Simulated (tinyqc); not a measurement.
Worked calculation: ROHF in the sto-6g basis, for CH2, spin multiplicity 3. One step of it, computed by the program tinyqc.

Problem. Iteration 2: diagonalisation and new density. Diagonalise F' = X^T F X, C = X C', fill 5 alpha and 3 beta electrons from the bottom; D(s) = C_occ C_occ^T. Each column has its largest component positive (the first on a tie).

effective F (hartree), lower triangle:
```
             1C 1s      1C 2s     1C 2px     1C 2py     1C 2pz      2H 1s      3H 1s
1C 1s   -11.142009
1C 2s    -2.849859  -1.231416
1C 2px    0.000000   0.000000  -0.000185
1C 2py    0.000256   0.003433   0.000000  -0.154639
1C 2pz   -0.015835  -0.123927   0.000000   0.002276  -0.069845
2H 1s    -0.496994  -0.534647   0.000000  -0.320259  -0.249843  -0.343020
3H 1s    -0.517636  -0.548186   0.000000   0.324588  -0.252853  -0.151897  -0.354332
```

X, lower triangle:
```
            1C 1s      1C 2s    1C 2px     1C 2py     1C 2pz      2H 1s     3H 1s
1C 1s    1.025114
1C 2s   -0.142315   1.179576
1C 2px   0.000000   0.000000  1.000000
1C 2py   0.000240  -0.003492  0.000000   1.108187
1C 2pz  -0.009034   0.088781  0.000000  -0.001786   1.050407
2H 1s    0.020721  -0.244244  0.000000  -0.208669  -0.139580   1.151792
3H 1s    0.021047  -0.253113  0.000000   0.214589  -0.143854  -0.018886  1.160177
```

Give: F' = X^T F X; orbital energies; coefficients C; D(alpha) after iteration 2; D(beta) after iteration 2.

Solution.

F' = X^T F X (hartree), lower triangle:
```
          1        2        3        4        5        6        7
1  -10.9394
2   -1.4702  -0.4845
3    0.0000   0.0000  -0.0002
4    0.0002  -0.0017   0.0000   0.0949
5   -0.0270   0.0490   0.0000  -0.0007   0.0483
6   -0.0513  -0.3552   0.0000  -0.3606  -0.2505  -0.0060
7   -0.0569  -0.3650   0.0000   0.3664  -0.2549  -0.0396  -0.0027
```

orbital energies (hartree): MO1 -11.1442, MO2 -0.7181, MO3 -0.4497, MO4 -0.1091, MO5 -0.0002, MO6 0.5502, MO7 0.5816

coefficients C:
```
            MO1      MO2      MO3      MO4     MO5      MO6      MO7
1C 1s    0.9962  -0.1923  -0.0023   0.1473  0.0000   0.1411   0.0335
1C 2s    0.0165   0.6365   0.0102  -0.6655  0.0000  -0.8097  -0.1979
1C 2px   0.0000   0.0000   0.0000   0.0000  1.0000   0.0000   0.0000
1C 2py  -0.0001  -0.0066   0.5429  -0.0015  0.0000  -0.2239   0.9863
1C 2pz   0.0029   0.2017   0.0029   0.7344  0.0000  -0.7361  -0.1723
2H 1s   -0.0031   0.3071   0.4645   0.2413  0.0000   0.8942  -0.5313
3H 1s   -0.0032   0.3192  -0.4534   0.2400  0.0000   0.5784   0.8821
```

D(alpha) after iteration 2, lower triangle:
```
          1C 1s    1C 2s  1C 2px   1C 2py  1C 2pz    2H 1s   3H 1s
1C 1s    1.0510
1C 2s   -0.2041   0.8485
1C 2px   0.0000   0.0000  1.0000
1C 2py  -0.0003   0.0023  0.0000   0.2947
1C 2pz   0.0723  -0.3603  0.0000  -0.0009  0.5800
2H 1s   -0.0276   0.0396  0.0000   0.2497  0.2405   0.3683
3H 1s   -0.0282   0.0388  0.0000  -0.2486  0.2393  -0.0547  0.3650
```

D(beta) after iteration 2, lower triangle:
```
          1C 1s   1C 2s  1C 2px   1C 2py  1C 2pz    2H 1s   3H 1s
1C 1s    1.0293
1C 2s   -0.1060  0.4056
1C 2px   0.0000  0.0000  0.0000
1C 2py   0.0000  0.0013  0.0000   0.2947
1C 2pz  -0.0359  0.1285  0.0000   0.0002  0.0407
2H 1s   -0.0632  0.2002  0.0000   0.2501  0.0633   0.3100
3H 1s   -0.0635  0.1985  0.0000  -0.2482  0.0631  -0.1126  0.3074
```
